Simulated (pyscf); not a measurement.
Thermochemistry of product channels of oxygen (O=O) [triplet] + methane (CH₄) on the triplet surface, in kcal/mol, from CCSD(T)/def2-TZVPP + ΔMP2(QZVPP) energies (ideal gas, 1 atm, RRHO with modes under 100 cm⁻¹ raised to 100, one conformer, R ln 2 for rigid chiral ones). Single points on ωB97X-D3(BJ)/def2-SVP structures (PySCF, gas phase). Correlated levels are frozen-core, on RHF or UHF. ΔMP2 is the change of the MP2 total energy from the triple- to the quadruple-zeta basis.

| products | ΔE | ΔH(298 K) | ΔG(600 K) | ΔG(900 K) |
|---|---|---|---|---|
| •O–OH + methyl (CH₃•) | +57.6 | +55.1 | +50.1 | +47.3 |
| methanol (H₃C–OH) + O atom (O) [triplet] | (withheld) | +26.9 | +27.0 | +26.8 |
| methoxy (H₃C–O•) + hydroxyl (OH•) | (withheld) | +30.2 | +26.6 | +24.5 |
| H₃C–O–O• + H atom (H•) | +76.2 | +72.9 | +73.8 | +73.6 |

### Question
What belongs in the gaps?

### Answer

- methanol (H₃C–OH) + O atom (O) [triplet], ΔE: +25.5
- methoxy (H₃C–O•) + hydroxyl (OH•), ΔE: +32.4

These are energies of the channels, which say nothing of barriers. H₃C–O• lies 7.0 kcal/mol over its isomer •H₂C–OH, and others may lie lower still (electronic energy, ωB97M-D3(BJ)). H₃C–O–O• lies 49.2 kcal/mol over its isomer HO–CH•–OH, and others may lie lower still (electronic energy, ωB97M-D3(BJ)). The CCSD(T) − MP2 part came from Ansatz, without density fitting, on the same reference. Left out: orbital degeneracy and the spin-orbit lowering of OH, O. The orbital near-degeneracy of the XH₃O or XH₃S radical is left out.
